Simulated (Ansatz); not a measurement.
Scan of SnH2⁺, doublet

Starting geometry (PBE0/def2-TZVP stationary point for this spin, not checked as a minimum):

```xyz
3

Sn    0.0000    0.0000    0.0000
H     0.0000    0.0000   -1.6554
H     0.0000    0.0000    1.6554
```

From there the angle named below is changed in its plane at fixed bond lengths, both arms turning rigidly about the middle atom; atoms are numbered as listed. Energies are in eV, counted from the starting geometry at the same level.

Basis def2-SVP with its core potentials; Ansatz 0.2.0. Correlated methods freeze the noble-gas cores and the filled d shells of p-block atoms. Prefix R: restricted or restricted open-shell reference. No spin–orbit coupling is included; scalar relativity enters through the core potentials alone.

Full CI is exact within this basis and frozen core; it isn't the basis-set limit.

```json
{"angle H2-Sn1-H3 (°)": "66.3", "RHF": "0.673"}
{"angle H2-Sn1-H3 (°)": "86.8", "RHF": "-0.479"}
{"angle H2-Sn1-H3 (°)": "104.1", "RHF": "-0.955"}
{"angle H2-Sn1-H3 (°)": "120.7", "RHF": "-1.095"}
{"angle H2-Sn1-H3 (°)": "140.7", "RHF": "-0.927"}
{"angle H2-Sn1-H3 (°)": "160.7", "RHF": "-0.461"}
{"angle H2-Sn1-H3 (°)": "180.0", "RHF": "0.000"}
```

Estimate the full CI curve in def2-SVP from this one, knowing how RHF errs.

The computed full CI values, in eV from the starting point, and the error of RHF against them:
```csv
angle H2-Sn1-H3 (°),full CI,RHF less full CI
66.3,0.634,0.039
86.8,-0.382,-0.097
104.1,-0.796,-0.158
120.7,-0.916,-0.179
140.7,-0.763,-0.164
160.7,-0.345,-0.115
180.0,0.000,0.000
```

The error spans 0.218 eV and is largest, -0.179 eV, at 120.7 °.
